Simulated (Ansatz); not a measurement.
Program: Ansatz.

Input:

```yaml
crystal:
  periodic: [false, false, false]
  atoms:
    - { symbol: C, position_ang: [0.132231, 0.738376, -0.453464] }
    - { symbol: C, position_ang: [-0.331684, -0.440173, 0.357791] }
    - { symbol: O, position_ang: [0.497848, -0.881922, 1.38742] }
    - { symbol: S, position_ang: [0.38504, -2.07734, 0.074955] }
    - { symbol: H, position_ang: [-0.044492, 1.674592, 0.118462] }
    - { symbol: H, position_ang: [-0.434047, 0.810545, -1.403677] }
    - { symbol: H, position_ang: [1.212637, 0.65093, -0.675456] }
    - { symbol: H, position_ang: [-1.417543, -0.474999, 0.593978] }
magnetization:
  spin_polarized: true
basis:
  gaussian: { orbitals: def2-SVP }
hamiltonian:
  xc: pbe
neb:
  order_check: false
  images: 1
  f_tol: 0.03
  max_iterations: 8
  climbing: true
  final_atoms:
    - { symbol: C, position_ang: [0.15116368, 0.79035156, -0.28193741] }
    - { symbol: C, position_ang: [0.1602749, -0.30080276, 0.77233542] }
    - { symbol: O, position_ang: [0.57327517, -0.16175599, 1.90080854] }
    - { symbol: S, position_ang: [-0.50655759, -1.92285592, 0.26305753] }
    - { symbol: H, position_ang: [0.57703233, 1.7106861, 0.15884349] }
    - { symbol: H, position_ang: [-0.88263647, 0.98698697, -0.63086938] }
    - { symbol: H, position_ang: [0.75171845, 0.48576642, -1.16272456] }
    - { symbol: H, position_ang: [-0.82428046, -1.58836739, -1.01950463] }
  initial_path: idpp
  relax_end_points: true
```

Command:

```bash
$ ansatz run input.yaml --threads 2 --pin off --max-ram 3072MiB --backend cpu --events-out ev --progress --plain --runs-dir out
```

Q: What happens when this is run?

A: The input was rejected before any iteration.

```
Error: invalid value for `basis.gaussian`: such a run doesn't read neb.relax_end_points; remove what it names
```
